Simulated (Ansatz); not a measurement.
Osmium (dhcp) across density functionals

All rows: Ansatz, plane waves with scalar-relativistic PAW, 420 eV (500 eV for the SCAN forms), relaxed under each functional, no dispersion correction, no zero-point motion. B₀ comes from uniform scaling at fixed shape; a dash is a value not given.

```csv
functional,V (Å³/atom),cell,B₀ (GPa),magnetic state,ΔE to hcp (meV/atom)
PBE,14.34,"a = 2.743 Å, c = 8.804 Å (c/a = 3.210)",392,spin not included,103
r²SCAN,14.07,"a = 2.726 Å, c = 8.748 Å (c/a = 3.209)",422,spin not included,115
PBEsol,13.95,"a = 2.717 Å, c = 8.725 Å (c/a = 3.211)",426,spin not included,109
LDA,13.75,"a = 2.705 Å, c = 8.684 Å (c/a = 3.211)",443,spin not included,106
revPBE,14.45,"a = 2.749 Å, c = 8.826 Å (c/a = 3.210)",382,spin not included,102
RPBE,14.49,"a = 2.752 Å, c = 8.834 Å (c/a = 3.210)",378,spin not included,102
BLYP,14.97,"a = 2.784 Å, c = 8.924 Å (c/a = 3.206)",340,spin not included,95
```

LDA gives the smallest volume and BLYP the largest.
